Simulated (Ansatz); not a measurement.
in.yaml

```yaml
crystal:
  periodic: [false, false, false]
  atoms:
    - {symbol: B, position_ang: [0.000000, 0.000000, 1.909700]}
    - {symbol: Si, position_ang: [0.000000, 0.000000, 0.048400]}
    - {symbol: P, position_ang: [0.000000, 0.000000, -1.958100]}
basis:
  gaussian: {orbitals: def2-mTZVP}
magnetization: {spin_polarized: false, initial_magnetization: 2}
correlation: {method: mp2, electrons: outside_noble_gas}
```

```sh
$ ansatz run in.yaml --threads 1 --pin off --events-out ev --progress --plain --max-ram 2393MiB
```

Question: Roughly how long does this take on 1 thread of Arm Neoverse V1, shared host, and how much host memory?

Answer: 3.5 s wall and 0.16 GiB.

```
529 factors; integrals over basis functions are off by at most 1.3e-3 eV
mean field evaluation 1: about -17797.4172 eV, gradient 1.4e1 eV
mean field evaluation 2: about -17797.4223 eV, gradient 1.4e1 eV
mean field evaluation 4: about -17799.5318 eV, gradient 4.4e0 eV
mean field evaluation 8: about -17800.4613 eV, gradient 3.9e-1 eV
mean field evaluation 16: about -17798.8237 eV, gradient 5.6e0 eV
mean field evaluation 32: about -17800.4681 eV, gradient 8.4e-6 eV
mean field evaluation 64: about -17799.6158 eV, gradient 6.3e0 eV
mean field evaluation 96: about -17798.8032 eV, gradient 2.4e-2 eV
mean field -17800.46814518 eV, -654.1551387448 hartree, gradient 8.5e-6 eV, S^2 2.000000; 11 other end points of the search recorded, 0 dependent functions left out
mean field evaluation 128: about -17801.0934 eV, gradient 7.8e-4 eV
unrestricted determinant -17801.09343975 eV, -654.1781178962 hartree, S^2 2.9152
11 core orbitals not correlated: weight in the atoms' cores, before any rotation towards them, 1.000 or more for the frozen orbitals, at most 0.000 for the correlated occupied ones
reference -17800.46814518 eV, -654.1551387448 hartree; 7, 5 occupied and 45, 47 virtual orbitals, 529 factors
second order -6.32410554 eV of doubles, -0.03839750 eV of singles
Total energy: -17806.83064822 eV, -654.3889564187 hartree
```
